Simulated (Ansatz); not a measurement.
**BH2SF (SMILES FBS): levels of theory compared**

Wanted: a comparison of 6 runs (PBE0/STO-3G, RPA@PBE/STO-3G, BCCD(T)/STO-3G, CCSDTQ/STO-3G, UCCSD(T)/STO-3G, FCI/STO-3G) of BH2SF. 

Program for the calculation: Ansatz 0.2.0.

65 further runs of the same task are left out: 65 set aside as unsound or not needed.

## 1. Starting point

BH2SF has 5 atoms, charge 0, and is taken as a singlet. SMILES: `FBS`. The H5–S3 distance was set to 2.012 Å, away from the relaxed value. At this shape a bond of the SMILES string is far longer than usual.

Bond lengths: F1–B2 1.322 Å, B2–S3 1.794 Å, B2–H4 1.194 Å. Angles: F1–B2–S3 117.9°, F1–B2–H4 119.5°, S3–B2–H4 122.6°. A long bond or contact: S3–H5 2.012 Å.

## 2. A single-point energy at PBE0/STO-3G (run 1)

Input file molecule.yaml:

```yaml
crystal:
  periodic: [false, false, false]
  atoms:
    - {symbol: F, position_ang: [-1.293589, -1.058440, -1.698659]}
    - {symbol: B, position_ang: [-0.587289, -0.491640, -0.735559]}
    - {symbol: S, position_ang: [0.797911, 0.546060, -1.208859]}
    - {symbol: H, position_ang: [-0.886489, -0.683440, 0.404241]}
    - {symbol: H, position_ang: [1.321400, 1.003700, 0.679600]}
basis:
  gaussian: {orbitals: STO-3G}
hamiltonian: {xc: {name: PBE0}}
accuracy: high
```

On the command line:

```sh
$ ansatz run molecule.yaml --threads 1 --pin off --max-ram 2610MiB --events-out events.jsonl --progress --plain --runs-dir runs
```

The log of the run:

```text
Warning: RAYON_NUM_THREADS=1 ignored (pool sized by the plan → 1); use --threads N
Functional definition: PBE0
  name "PBE0"
  parameter a = 0.25
  parameter kappa = 0.804
  parameter beta = 0.06672455060314922
  exchange = (1 - a)*pbe_x(kappa = kappa, mu = beta*pi^2/3) + a*exact_x
  correlation = pbe_c(beta = beta)
370 factors; integrals over basis functions are off by at most 3.3e-8 eV
mean field evaluation 1: about -14085.3514 eV, gradient 1.1e1 eV
mean field evaluation 2: about -14085.3018 eV, gradient 1.3e1 eV
mean field evaluation 4: about -14085.7830 eV, gradient 8.1e-1 eV
mean field evaluation 8: about -14085.7419 eV, gradient 8.0e-3 eV
mean field evaluation 16: about -14085.7419 eV, gradient 7.2e-8 eV
mean field -14085.74188382 eV, -517.6414665715 hartree, gradient 7.2e-8 eV, S^2 0.000000; 0 other end points of the search recorded, 0 dependent functions left out
reference -14085.74188505 eV, -517.6414666169 hartree; 16, 16 occupied and 5, 5 virtual orbitals, 370 factors
Total energy: -14085.74188505 eV, -517.6414666169 hartree
```

It took 1.1 s on 1 thread of Arm Neoverse V1, shared host; peak memory 0.096 GiB.

## 3. A single-point energy at RPA@PBE/STO-3G (run 2)

Input file input.yaml:

```yaml
crystal:
  periodic: [false, false, false]
  atoms:
    - symbol: F
      position_ang: [-1.293589, -1.058440, -1.698659]
    - symbol: B
      position_ang: [-0.587289, -0.491640, -0.735559]
    - symbol: S
      position_ang: [0.797911, 0.546060, -1.208859]
    - symbol: H
      position_ang: [-0.886489, -0.683440, 0.404241]
    - symbol: H
      position_ang: [1.321400, 1.003700, 0.679600]
basis:
  gaussian:
    orbitals: STO-3G
hamiltonian:
  xc: {name: PBE}
accuracy: high
correlation:
  method: rpa
  frozen_orbitals: {B: 1, F: 1, H: 0, S: 5}
```

On the command line:

```sh
$ ansatz run input.yaml --threads 1 --pin off --max-ram 2610MiB --events-out events.jsonl --progress --plain --runs-dir runs
```

The log of the run:

```text
Warning: RAYON_NUM_THREADS=1 ignored (pool sized by the plan → 1); use --threads N
Functional definition: PBE
  name "PBE"
[... 2 set-up lines as earlier in the session ...]
  exchange = pbe_x(kappa = kappa, mu = beta*pi^2/3)
[... 1 set-up line as earlier in the session ...]
370 factors; integrals over basis functions are off by at most 3.3e-8 eV
mean field evaluation 1: about -14083.6977 eV, gradient 9.1e0 eV
mean field evaluation 2: about -14083.6192 eV, gradient 9.1e0 eV
mean field evaluation 4: about -14083.7086 eV, gradient 7.5e0 eV
mean field evaluation 8: about -14083.9665 eV, gradient 6.5e-2 eV
mean field evaluation 16: about -14083.9664 eV, gradient 1.8e-6 eV
mean field -14083.96640018 eV, -517.5762187513 hartree, gradient 3.9e-9 eV, S^2 0.000000; 0 other end points of the search recorded, 0 dependent functions left out
7 core orbitals not correlated: weight in the atoms' cores, before any rotation towards them, 1.000 or more for the frozen orbitals, at most 0.000 for the correlated occupied ones
reference -14058.87843455 eV, -516.6542530198 hartree; 9, 9 occupied and 5, 5 virtual orbitals, 370 factors
Total energy: -14065.78105327 eV, -516.9079195788 hartree
```

Wall time 1.7 s (1 thread of Arm Neoverse V1, shared host); peak memory 0.1 GiB.

Run 3 isn't shown in full; the table further down has it.

## 4. A single-point energy at CCSDTQ/STO-3G (run 4)

Input file input.yaml:

```yaml
crystal:
  periodic: [false, false, false]
  atoms:
    - {symbol: F, position_ang: [-1.293589, -1.058440, -1.698659]}
    - {symbol: B, position_ang: [-0.587289, -0.491640, -0.735559]}
    - {symbol: S, position_ang: [0.797911, 0.546060, -1.208859]}
    - {symbol: H, position_ang: [-0.886489, -0.683440, 0.404241]}
    - {symbol: H, position_ang: [1.321400, 1.003700, 0.679600]}
basis:
  gaussian:
    orbitals: STO-3G
magnetization:
  spin_polarized: false
correlation:
  method: ccsdtq
  frozen_orbitals: {B: 1, F: 1, H: 0, S: 5}
accuracy: high
scf:
  omitted_lower_state_checks: [cluster_reference, increment]
```

On the command line:

```sh
$ ansatz run input.yaml --threads 1 --pin off --max-ram 2610MiB --events-out events.jsonl --progress --plain --runs-dir runs
```

The log of the run:

```text
Warning: RAYON_NUM_THREADS=1 ignored (pool sized by the plan → 1); use --threads N
[... 11 lines left out ...]
7 core orbitals not correlated: weight in the atoms' cores, before any rotation towards them, 1.000 or more for the frozen orbitals, at most 0.000 for the correlated occupied ones
[... 35 lines left out ...]
Total energy: -14064.20005322 eV, -516.8498188987 hartree
Checks for a lower state left out: cluster_reference, increment
```

Wall time 12 s (1 thread of Arm Neoverse V1, shared host); peak memory 0.15 GiB.

Run 5 isn't shown in full; the table further down has it.

## 5. A single-point energy at FCI/STO-3G (run 6)

Input file run.yaml:

```yaml
crystal:
  periodic: [false, false, false]
  atoms:
    - symbol: F
      position_ang: [-1.293589, -1.058440, -1.698659]
    - symbol: B
      position_ang: [-0.587289, -0.491640, -0.735559]
    - symbol: S
      position_ang: [0.797911, 0.546060, -1.208859]
    - symbol: H
      position_ang: [-0.886489, -0.683440, 0.404241]
    - symbol: H
      position_ang: [1.321400, 1.003700, 0.679600]
basis:
  gaussian:
    orbitals: STO-3G
correlation:
  method: fci
  frozen_orbitals: {B: 1, F: 1, H: 0, S: 5}
accuracy: high
```

On the command line:

```sh
$ ansatz run run.yaml --threads 1 --pin off --max-ram 2610MiB --events-out events.jsonl --progress --plain --runs-dir runs
```

The log of the run:

```text
Warning: RAYON_NUM_THREADS=1 ignored (pool sized by the plan → 1); use --threads N
Functional definition: HF
  name "HF"
  exchange = exact_x
  correlation = 0
370 factors; integrals over basis functions are off by at most 3.3e-8 eV
mean field evaluation 1: about -14057.4178 eV, gradient 2.3e1 eV
mean field evaluation 2: about -14057.4582 eV, gradient 2.3e1 eV
mean field evaluation 4: about -14059.6146 eV, gradient 1.4e0 eV
mean field evaluation 8: about -14059.6230 eV, gradient 3.5e-2 eV
mean field -14059.62303046 eV, -516.6816164147 hartree, gradient 9.4e-9 eV, S^2 0.000000; 0 other end points of the search recorded, 0 dependent functions left out; unrestricted orbitals would lower it
mean field evaluation 16: about -14060.0410 eV, gradient 7.0e0 eV
7 core orbitals not correlated: weight in the atoms' cores, before any rotation towards them, 1.000 or more for the frozen orbitals, at most 0.000 for the correlated occupied ones
reference -14059.62303046 eV, -516.6816164147 hartree; 9, 9 occupied and 5, 5 virtual orbitals, 370 factors
state -14064.19883451 eV, -516.8497741119 hartree
Total energy: -14064.19883451 eV, -516.8497741119 hartree
```

It took 23 s on 1 thread of Arm Neoverse V1, shared host; peak memory 0.36 GiB.

## 6. All runs side by side

| run | level | frozen core orbitals | energy (Eh) | wall time |
| --- | --- | --- | --- | --- |
| 1 | PBE0/STO-3G | – | -517.641467 | 1.1 s |
| 2 | RPA@PBE/STO-3G | 7 | -516.907920 | 1.7 s |
| 3 | BCCD(T)/STO-3G | 7 | -516.849046 | 0.24 s |
| 4 | CCSDTQ/STO-3G | 7 | -516.849819 | 12 s |
| 5 | UCCSD(T)/STO-3G | 7 | -516.848733 | 0.48 s |
| 6 | FCI/STO-3G | 7 | -516.849774 | 23 s |

## 7. Summary of results

```
                                          quantity          value
                               run 6: total energy  -516.84977 Eh
run 6: correlation energy (7 core orbitals frozen)     -168.2 mEh
```

In words: Against full CI in this basis: BCCD(T) +0.7 mEh; CCSDTQ -0.0 mEh; UCCSD(T) +1.0 mEh. In runs 3, 4 the log says that unrestricted orbitals would lower the reference, so the values rest on an unstable closed-shell determinant (other closed-shell runs at this shape may share the fault). In runs 1, 2, 3, 4, 5, 6 the basis is minimal, so the values are rough. Spin contamination of the reference: run 5 ⟨S²⟩ = 0.67. Where it is this large, the reference is a mixture of spin states, and values that rest on it are in doubt. All runs together took 39 s, the longest 23 s.
